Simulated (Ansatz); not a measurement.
**Thallium, hcp: convergence with Methfessel-Paxton smearing**

Computed with Ansatz, LDA, scalar-relativistic PAW, on the relaxed cell (a = 3.401 Å, c = 5.443 Å (c/a = 1.600); spin not included). Errors count from a run at 420 eV on a Γ-centred 17×17×10 mesh with Fermi-Dirac smearing of 0.1 eV, extrapolated to zero width. Fixed here: cutoff 420 eV, mesh 11×11×6. The SCF starts from atomic densities corrected by a trained network.

```tsv
width (eV)	E(σ→0) error (meV/atom)	F error (meV/atom)	P (GPa)	SCF iterations
0.01	-2.3	-2.3	-0.05	5
0.03	-2.3	-2.2	-0.05	5
0.1	-2.2	-2.3	-0.05	6
0.2	-2.7	-3.1	-0.04	6
0.6	-4.5	-3.1	-0.07	6
1.0	-0.7	2.2	-0.08	6
```

Task: What does the run at 0.3 give (width)?

Result: E(σ→0) error (meV/atom): -3.5; F error (meV/atom): -3.8; P (GPa): -0.03; SCF iterations: 6.
